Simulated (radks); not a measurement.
# Nuclear size and the levels of S³⁺

Aim: how the total energy, the levels and the density at the nucleus of S³⁺ respond when the nuclear radius is scaled.

Method: Dirac Kohn-Sham, BLYP, spin-unpolarised, spherical densities, finite nucleus; open shells fill j = l - 1/2 first. Code: radks (a radial shooting solver on a logarithmic mesh, Libxc functionals) version 1.

### Step 1. What is computed

```
element            : sulfur (Z = 16)
charge             : +3
electrons          : 13
configuration      : [Ne] 3s2 3p1
nuclear rms radius : 3.2611 fm
```

### Step 2. rms radius 3.2611 fm

The run's settings:

```text
Z 16
configuration [Ne] 3s2 3p1 4s0 3d0
relativity Dirac
functional b88,lyp
spin unpolarised
j_filling energy
nucleus finite rms 3.2611 fm
c 137.035999084
```

### Step 3. rms radius 2.6806 fm

Settings, as their differences from step 2:

```diff
@@ -6,3 +6,3 @@
 j_filling energy
-nucleus finite rms 3.2611 fm
+nucleus finite rms 2.6806 fm
 c 137.035999084
```

### Step 4. rms radius 2.9383 fm

Settings, as their differences from step 3:

```diff
@@ -6,3 +6,3 @@
 j_filling energy
-nucleus finite rms 2.6806 fm
+nucleus finite rms 2.9383 fm
 c 137.035999084
```

### Step 5. rms radius 3.3785 fm

Settings, as their differences from step 4:

```diff
@@ -6,3 +6,3 @@
 j_filling energy
-nucleus finite rms 2.9383 fm
+nucleus finite rms 3.3785 fm
 c 137.035999084
```

### Step 6. rms radius 3.7274 fm

Settings, as their differences from step 5:

```diff
@@ -6,3 +6,3 @@
 j_filling energy
-nucleus finite rms 3.3785 fm
+nucleus finite rms 3.7274 fm
 c 137.035999084
```

**Question.** What will these runs give? Wanted: for each run, rms radius; total energy shift; density at nucleus; 1s1/2 shift; 2s1/2 shift.

As calculated:

```
rms radius (fm)  total energy shift (eV)  density at nucleus (e/bohr³)  1s1/2 shift (meV)  2s1/2 shift (meV)
         2.6806                 -0.00331                          2965              -1.38            -0.0962
         2.9383                 -0.00192                          2961             -0.802            -0.0558
         3.2611                        0                          2955                  0                  0
         3.3785                 0.000747                          2954              0.312             0.0217
         3.7274                  0.00312                          2949               1.30             0.0906
```

What this shows: Shifts are against the first run. Over the range the 1s1/2 level moves by 0.00269 eV and the 2s1/2 level by 0.187 meV. A larger nucleus binds the 1s electrons less and lowers the density at its centre. These are shifts of eigenvalues, not the field shifts of spectral lines.
